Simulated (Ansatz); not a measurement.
`[SiH2]1[SiH2]S1`. Total charge 0; spin multiplicity 1.

Cartesian coordinates in Å:
```
Si -1.065 -0.159 0.336
Si 1.105 0.197 -0.108
S -0.296 -0.275 -1.670
H -1.559 -1.439 0.896
H -2.015 0.951 0.582
H 2.143 -0.832 0.139
H 1.687 1.558 -0.174
```

List the harmonic frequencies (cm⁻¹, unscaled) at PBE0-D4/def2-TZVP in Ansatz. (Best estimate.)

The calculation gave: 395, 405, 444, 553, 585, 593, 594, 606, 729, 941, 943, 2234, 2237, 2248, 2255.

Is this a minimum?

Yes, all 15 modes are real.

Give the ideal-gas thermochemistry at 298.15 K and 1 bar (rigid rotor, harmonic oscillator; point group C2v, symmetry number 2).

Zero-point energy 94.3 kJ/mol; H(298) − E = 109.2 kJ/mol; entropy 289.5 J/(mol·K), of which translation 165.3, rotation 100.7, vibration 23.5; G(298) − E = 22.9 kJ/mol.

Rotational constants (cm⁻¹)?

0.2158, 0.1842, 0.107.
